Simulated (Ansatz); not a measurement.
Reaction (SMILES): N (NH3) → [NH2] (NH2) + H atom
B3LYP-D3(BJ)/def2-TZVP geometries, fixed; electronic energies without zero-point terms.

Basis-set convergence of the bond dissociation energy at CCSD(T) with Ansatz (a quantum-chemistry and plane-wave program). Cartesian d functions, on some or all atoms, in 6-31+G*; all else is spherical. Cores are frozen. Open shells are unrestricted. No added dispersion term, no relativity. Functions are those of the species that has most. Reference: Hartree-Fock in aug-cc-pVQZ plus the correlation part extrapolated as X^-3 from aug-cc-pVTZ and aug-cc-pVQZ, 115.38 kcal/mol, itself unsure by roughly 0.29 kcal/mol (a third of the extrapolation step and of the last Hartree-Fock step).

| basis | functions | bond dissociation energy (kcal/mol) |
|---|---|---|
| STO-3G | 8 | (withheld) |
| 3-21G | 15 | 98.85 |
| 6-31G | 15 | (withheld) |
| pcseg-0 | 15 | 96.93 |
| def2-SV(P) | 20 | 99.68 |
| 6-31+G* | 25 | 103.46 |
| cc-pVDZ | 29 | 106.57 |
| def2-SVP | 29 | 108.53 |
| pcseg-1 | 29 | (withheld) |
| aug-pcseg-1 | 50 | 109.55 |
| cc-pVTZ | 72 | 112.72 |
| jun-cc-pV(T+d)Z | 81 | 113.15 |
| cc-pVQZ | 145 | 114.36 |
| def2-QZVPP | 147 | 114.59 |
| def2-QZVPPD | 162 | 114.55 |
| aug-cc-pVQZ | 218 | 114.63 |
| aug-pcseg-3 | 232 | (withheld) |
| cc-pV5Z | 256 | 114.91 |

### Question
Some entries are withheld; supply them.

### Answer

- STO-3G, bond dissociation energy (kcal/mol): 105.89
- 6-31G, bond dissociation energy (kcal/mol): 99.99
- pcseg-1, bond dissociation energy (kcal/mol): 107.86
- aug-pcseg-3, bond dissociation energy (kcal/mol): 114.72
